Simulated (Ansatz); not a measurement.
This geometry of C2H5ClNOP (11 atoms, charge 0, multiplicity 1) is a first-order saddle point.

Computed with Ansatz 0.2.0, RKS PBE-D4/def2-SVP.

```xyz
11
Properties=species:S:1:pos:R:3
O 1.674 -2.645 0.007
P 0.181 -2.116 0.563
N 0.209 -0.506 -0.091
C -0.558 0.467 0.230
C -0.488 1.771 -0.509
Cl -2.133 2.224 -1.114
H 1.852 -2.165 -0.827
H 0.599 -1.799 1.921
H -1.314 0.432 1.053
H -0.158 2.594 0.158
H 0.201 1.686 -1.370
```

Question: Which two structures does it join? (They come from a converged band through this point; their orientation in space is the band's.)

Answer: No bond is made or broken. The dihedral H7–O1–P2–H8 goes from -58 to 158°.

First end point:

```xyz
11
Properties=species:S:1:pos:R:3
O 1.244 -2.859 -0.253
P 0.188 -2.037 0.733
N 0.255 -0.459 -0.046
C -0.602 0.459 0.195
C -0.510 1.788 -0.499
Cl -2.113 2.230 -1.206
H 1.978 -2.273 -0.535
H 1.076 -1.603 1.809
H -1.454 0.362 0.914
H -0.242 2.592 0.217
H 0.244 1.744 -1.307
```

Last end point:

```xyz
11
Properties=species:S:1:pos:R:3
O 1.915 -2.435 0.098
P 0.325 -2.015 0.430
N 0.263 -0.392 -0.167
C -0.567 0.511 0.193
C -0.582 1.852 -0.483
Cl -2.255 2.238 -1.059
H 1.910 -2.996 -0.700
H 0.569 -1.721 1.825
H -1.323 0.393 1.010
H -0.296 2.659 0.222
H 0.105 1.849 -1.350
```

Question: How far does it lie above each of them?

Answer: 0.114 eV above the first and 0.110 eV above the second. This is the barrier of this one path; another mechanism may lie lower.

Time of the run: 5.2 min on 2 threads of Intel(R) Xeon(R) Processor @ 2.50GHz (Skylake/Cascade Lake) (shared host), peak memory 0.17 GiB.
